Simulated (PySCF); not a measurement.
Species: pentane, C5H12.
SMILES with atom numbers: `[CH3:1][CH2:2][CH2:3][CH2:4][CH3:5]` (hydrogens: H6, H7, H8 on C1; H9, H10 on C2; H11, H12 on C3; H13, H14 on C4; H15, H16, H17 on C5)

Method used: PySCF, PBE0-D3(BJ)/def2-TZVP geometry optimisation, gas phase.

What internal coordinates does the optimisation give?

| bond | length (Å) | order |
| --- | --- | --- |
| C1–C2, C4–C5 | 1.519 | single |
| C2–C3, C3–C4 | 1.520 | single |
| C1–H6 and 5 like bonds | 1.093 | single |
| C2–H9 and 3 like bonds | 1.096 | single |
| C3–H11, C3–H12 | 1.097 | single |

Bonds in one row agree within 0.01 Å and their mean is given. Orders are formal, as drawn. A selection of angles:
| angle | degrees |
| --- | --- |
| C2–C1–H6 | 111.7 |
| H6–C1–H7 | 107.7 |
| C1–C2–C3 | 113.1 |
| C1–C2–H9 | 109.6 |
| C3–C2–H9 | 109.1 |
| H9–C2–H10 | 105.9 |
| C2–C3–C4 | 113.6 |
| C2–C3–H11 | 109.3 |
| H11–C3–H12 | 105.9 |

Torsions: C1–C2–C3–C4 180° (antiperiplanar); C2–C3–C4–C5 180° (antiperiplanar).

All 4 C–C bonds measure 1.519 to 1.520 Å. The 5 heavy atoms lie in one plane (0.002 Å rms).

Point group: C2v (every atom within 0.08 Å of its image). Not checked by PBE0-D3(BJ)/def2-TZVP frequencies. One conformer, not necessarily the lowest.
